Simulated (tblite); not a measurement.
C₄H₅N₂ (doublet state).
Cartesian coordinates in Å at the GFN2-xTB level; atoms count from 1:
```xyz
11
C4H5N2 angstrom
C     -2.347   -0.978    0.381
N     -1.858    0.071    0.050
C     -1.034    1.090    0.085
N      0.264    1.038    0.003
C      0.950   -0.130   -0.028
C      2.288   -0.128   -0.118
H     -2.854   -1.706   -0.222
H     -1.495    2.070    0.106
H      0.412   -1.081    0.027
H      2.829    0.799   -0.172
H      2.851   -1.044   -0.139
```

Level: GFN2-xTB in tblite, geometry and Hessian alike; calculated harmonic values, unscaled, isolated species. The method is semi-empirical: single wavenumbers can be off by several per cent or more. One conformer, not necessarily the lowest. Open shells enter through the occupations alone, without spin polarisation, and single modes of such species can be off by tens of per cent.

Harmonic wavenumbers (cm⁻¹): 64.9, 89.2, 215.2, 255.9, 370.9, 421.8, 588.7, 655.3, 734.4, 800.4, 826.1, 830.2, 929.6, 975.1, 1099.1, 1179.9, 1307.4, 1319.6, 1376.7, 1408.5, 1596.7, 2018.0, 2895.1, 3033.7, 3070.1, 3122.4, 3159.9.

A = 10335, B = 2237, C = 1848 MHz; mass 81.045 u (most abundant isotopes); point group C1, symmetry number 1; spin multiplicity 2.

Task: Zero-point energy?

Result: Half the sum of the wavenumbers: 17172 cm⁻¹ = 49.10 kcal/mol.

Task: What is S at 500 K and 1 bar for an ideal gas of classical rigid rotors and harmonic oscillators?

Result: Translation 41.69, rotation 27.96, vibration 27.02, spin (R ln 2) 1.38: S = 98.0 cal/(mol K).

Task: And Cp and H(500 K) − H(0)?

Result: Cp = 34.84 cal/(mol K), of which vibrations give 26.89 (their classical limit is 27 R = 53.7); H(500 K) − H(0) = 10.97 kcal/mol without the zero-point energy, 6.99 from vibrations.

Task: Which modes carry the vibrational entropy at 500 K?

Result: 64.9 cm⁻¹: 5.32; 89.2 cm⁻¹: 4.70; 215.2 cm⁻¹: 2.97; 255.9 cm⁻¹: 2.64; 370.9 cm⁻¹: 1.95; 421.8 cm⁻¹: 1.72 cal/(mol K); the other 21 give 7.72 together.

Task: What must be added to the electronic energy to get the Gibbs energy at 500 K and 1 bar?

Result: ZPE + [H(500 K) − H(0)] − T·S = 49.10 + 10.97 − 49.02 = 11.05 kcal/mol.

Task: How do the functions run with temperature in this model?

Result: 
```csv
T (K),S (cal/(mol K)),Cp (cal/(mol K)),H − H(0) (kcal/mol),G − H(0) (kcal/mol),ln q(vib)
100,62.8,13.7,1.07,-5.21,0.90
200,73.9,19.2,2.71,-12.08,2.31
300,82.8,25.0,4.92,-19.92,3.72
800,116.6,43.9,22.90,-70.36,10.64
1000,126.8,47.8,32.09,-94.72,13.15
```

q(vib) and H(0) count from the zero-point level.

Task: Blend soft modes into free rotors: weight 1/[1 + (100 cm⁻¹/ν̃)⁴] for the oscillator and the rest for a rotor with moment μB/(μ + B), μ = h/(8π²ν), B = 10⁻⁴⁴ kg m². What vibrational entropy results?

Result: 24.96 cal/(mol K) in place of 27.02, which changes −T·S at 500 K by +1.03 kcal/mol.

Hindered rotation and anharmonicity are outside this model. Other conformers, if any are populated, would add a mixing term that is left out. The structure is chiral; the term R ln 2 for an equal mix with its mirror image is left out.
